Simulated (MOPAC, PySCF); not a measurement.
C₄H₈, SMILES `CC1CC1`, neutral singlet in the gas phase. 

Cartesian coordinates (Å):
SMILES: CC1CC1
```xyz
12

C      1.4615    -0.1445     0.1475
C      0.0210     0.0651     0.5446
C     -1.0727    -0.6658    -0.1843
C     -0.9066     0.8211    -0.3664
H      1.5449    -0.2864    -0.9339
H      2.0783     0.7172     0.4193
H      1.8833    -1.0292     0.6335
H     -0.1417     0.2134     1.6076
H     -1.9267    -1.0188     0.3802
H     -0.7821    -1.3101    -1.0061
H     -0.5050     1.1719    -1.3099
H     -1.6481     1.4753     0.0749
```
Charge 0, spin multiplicity 1.

All levels are single points at this geometry (TPSSh-D3(BJ)/def2-TZVP); Pople sets use spherical d functions. Orbital energies aren't observables, and empty levels follow the basis.

M06-2X/6-31G* in PySCF gives gap (eV) = 12.87.

**Question.** Estimate the gap (eV) from each of these levels: PBE-D3(BJ)/def2-TZVP in PySCF; TPSSh-D3(BJ)/def2-TZVP in PySCF; B3LYP/6-311+G** in PySCF; B3LYP/6-31G* in PySCF; HF/6-31G* in PySCF; HF/STO-3G in PySCF; AM1 in MOPAC; PM3 in MOPAC.

**Answer.** 
```
level                            gap (eV)
-------------------------------  --------
PBE-D3(BJ)/def2-TZVP in PySCF        7.37
TPSSh-D3(BJ)/def2-TZVP in PySCF      8.48
B3LYP/6-311+G** in PySCF             7.94
B3LYP/6-31G* in PySCF               10.21
HF/6-31G* in PySCF                  17.43
HF/STO-3G in PySCF                  23.18
AM1 in MOPAC                        13.90
PM3 in MOPAC                        14.10
```
